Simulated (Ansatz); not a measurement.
**GaH$_{3}$, triplet in cc-pVDZ: errors against full CI**

Geometry: a point of a stretch scan, not a stationary point.

```xyz
4

Ga    0.0012    0.0270   -0.0400
H     0.0012   -1.4783   -0.5358
H     0.3184   -0.1670    1.4442
H    -0.4042   -0.2209    1.8569
```

Basis cc-pVDZ; Ansatz 0.2.0. Only valence electrons are correlated (noble-gas cores and the filled d shells of p-block atoms frozen), which leaves 6 electrons in 28 orbitals. Prefix R: restricted or restricted open-shell reference; prefix U: unrestricted. Active spaces: valence = (6e, 7o) chosen from the atoms' valence shells; pair = (4e, 4o) about the gap. No spin–orbit coupling is included, and no scalar relativity.

Full CI is exact within this basis and frozen core; it isn't the basis-set limit. The frozen core follows each run's orbitals, which can shift R against U totals by a few meV for light atoms and by up to 0.1 eV past Ca.

- UHF ⟨S²⟩: 2.006
- T1 diagnostic (RCCSD): 0.0219
- largest doubles amplitude (RCCSD): 0.027

| level | E − E(full CI) (kJ/mol) | share of correlation (%) | wall time |
| --- | --- | --- | --- |
| RHF | 248.6 | 0.00 | – |
| RMP2 | 62.7 | 74.78 | – |
| RCCSD | 5.8 | 97.68 | – |
| RCCSD(T) | 1.4 | 99.42 | 1 s |
| BCCD(T) | 1.4 | 99.43 | 1.4 s |
| RCCSDT | 0.0 | 100.00 | – |
| RCCSDT(Q) | -0.1 | 100.03 | 4.8 s |
| CASSCF (valence space) | 134.7 | 45.83 | – |
| NEVPT2 (valence space) | 44.0 | 82.30 | 3.4 s |
| MRCISD (valence space) | 4.6 | 98.16 | – |
| MRCISD+Q (valence space) | 0.4 | 99.85 | 3.8 s |

The correlation energy at full CI, counted from RHF, is -2.577 eV. That run took 49 s on 1 thread of Arm Neoverse V1, shared host over 10,732,176 determinants.

Run but not shown, since their state or frozen core can't be matched to the reference's or they repeat it: UHF, UMP2, UCCSD, UCCSD(T), UCCSDT, UCCSDT(Q), CASSCF (pair space), NEVPT2 (pair space), MRCISD (pair space), MRCISD+Q (pair space).

Times hold each run's SCF and search for its determinant on a shared host, so for small cases they say little of a method's own cost; they ran on 1 thread of Arm Neoverse V1.

The full-CI state has the irrep A of C1, in the program's axes.

Natural occupations of full CI about the gap: 1.960 1.943 0.992 0.985 0.029 0.024 0.016 0.007 0.007 0.006; effectively unpaired electrons, Σ n²(2−n)², 2.03.
